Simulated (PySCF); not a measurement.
Spin states of LiH

Unrestricted PBE0; Li pcseg-1, H pcseg-1; no relativity (PySCF 2.14). Outer shells of the fragments: Li 2s1; H 1s1.

Followed along the bond (rough minima from three points):

```csv
2Ms+1,unpaired,⟨S²⟩ at the start,R at minimum (Å),Te (eV)
1,none,0.00,1.60,0.00
3,σ ↑↑,2.00,none in the scan,≤ 2.91
```

Solutions found at the starting distance of 1.605 Å, counted from the lowest of them; the search is not exhaustive and high or unbound solutions are not listed, so other states can lie among these:

```tsv
2Ms+1	unpaired	term	E (eV)	⟨S²⟩	⟨Lz²⟩	μ (D)
1	none	¹Σ⁺	0.00	0.00	0.00	-5.73
3	σ ↑↑	³Σ⁺	3.07	2.00	0.00	4.04
3	σ ↑, π ↑	³Π	4.01	2.00	1.00	0.35
1	σ ↓, π ↑	mixed	4.12	1.00	1.00	0.33
```

A term symbol is given only where ⟨S²⟩ and ⟨Lz²⟩ are close to those of a pure state; real π, δ and φ orbitals otherwise mix terms. A positive dipole means Li(−)H(+).

The measured ground state is X ¹Σ+ (Huber and Herzberg, Constants of Diatomic Molecules (1979)).

Counting both spins, an empty level lies below a filled one in some of these solutions, because spin and occupation are held.
